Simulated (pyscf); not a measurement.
## Hydrogen abstraction: PH (SMILES [PH]) [triplet] + GaH₃ (SMILES [GaH3]) -> PH₂• (SMILES [PH2]) + GaH₂• (SMILES [GaH2])

Gas phase, triplet surface, charge 0. Bonds broken: Ga3–H4. Bonds formed: P1–H4. PySCF, gas phase, ωB97X-D3(BJ)/def2-SVP geometries. MP2 and CC: frozen core, UHF for open shells. ΔMP2 is the change of the MP2 total energy from the triple- to the quadruple-zeta basis.

Transition state (Å):

```xyz
6

P     -0.6583     0.6123     1.7516
H      0.2349     0.1554     0.7156
Ga    -1.5329    -0.3001    -0.8375
H     -1.9775     0.3179     0.7008
H     -1.1532    -1.8222    -0.8357
H     -0.9519     0.7742    -1.8220
```

One imaginary mode, 1055i cm⁻¹; descent along it reached the two sides named, in the forms told below.

| bond | change | reactant side (Å) | saddle | product side |
|---|---|---|---|---|
| Ga3–H4 | breaks | 1.571 | 1.716 | 2.249 |
| P1–H4 | forms | 3.1 | 1.712 | 1.448 |

Electronic energies relative to the separated reactants (kJ/mol):

```tsv
level	barrier	reaction energy	reverse barrier
ωB97X-D3(BJ)/def2-TZVP	17.2	+15.3	1.9
PBE/def2-TZVP	-13.1	+3.3	-16.4
r²SCAN/def2-TZVP	-6.3	+8.2	-14.5
B3LYP-D3(BJ)/def2-TZVP	8.1	+6.6	1.5
PBE0-D3(BJ)/def2-TZVP	0.8	+9.4	-8.6
M06-2X/def2-TZVP	11.6	+3.3	8.2
ωB97M-D3(BJ)/def2-TZVP	26.3	+10.8	15.5
HF/def2-TZVP	104.2	+33.5	70.7
MP2/def2-QZVPP	33.1	+27.7	5.4
CCSD/def2-TZVPP	44.8	+29.5	15.2
CCSD(T)/def2-TZVPP	33.9	+27.7	6.2
CCSD(T)/def2-TZVPP + ΔMP2(QZVPP)	29.4	+27.4	2.0
```

With CCSD(T)/def2-TZVPP + ΔMP2(QZVPP) energies and thermal terms (ideal gas, 1 atm, RRHO with modes under 100 cm⁻¹ raised to 100, one conformer, R ln 2 for rigid chiral ones), in kJ/mol:

```tsv
T (K)	ΔH‡	ΔG‡	ΔH	ΔG
298	27.8	59.5	+27.0	+20.1
600	28.8	91.2	+26.2	+13.4
900	30.4	122.1	+24.9	+7.2
1200	32.1	152.4	+23.5	+1.6
```

On the reactant side the descent ends in a complex, 21.3 kJ/mol under the separated species and 38.6 kJ/mol under the saddle at ωB97X-D3(BJ)/def2-TZVP. On the product side the descent ends in a complex, 20.6 kJ/mol under the separated species and 22.6 kJ/mol under the saddle at ωB97X-D3(BJ)/def2-TZVP. At PBE, r²SCAN the saddle lies under the separated reactants, which points to a path from their complex (located at ωB97X-D3(BJ) alone). At PBE, r²SCAN, PBE0-D3(BJ) the saddle lies under the separated products, which points to a path from their complex (located at ωB97X-D3(BJ) alone), and parting the products costs more than the saddle. PH₂• + GaH₂• also meet on a surface of lower spin, which isn't treated here. This is the saddle that the search found; another between the same sides may lie lower. The angle at the transferred H is 114°: a side-on saddle, likely not the lowest. The CCSD(T) − MP2 part came from Ansatz, without density fitting, on the same reference. The frozen core leaves the outer d or s,p core shells of the metals and heavy elements correlated in the MP2 and CC values, and def2-TZVPP describes them poorly, which can shift differences by a few kcal/mol. Elements up to Kr have no core potential and no relativistic terms here.
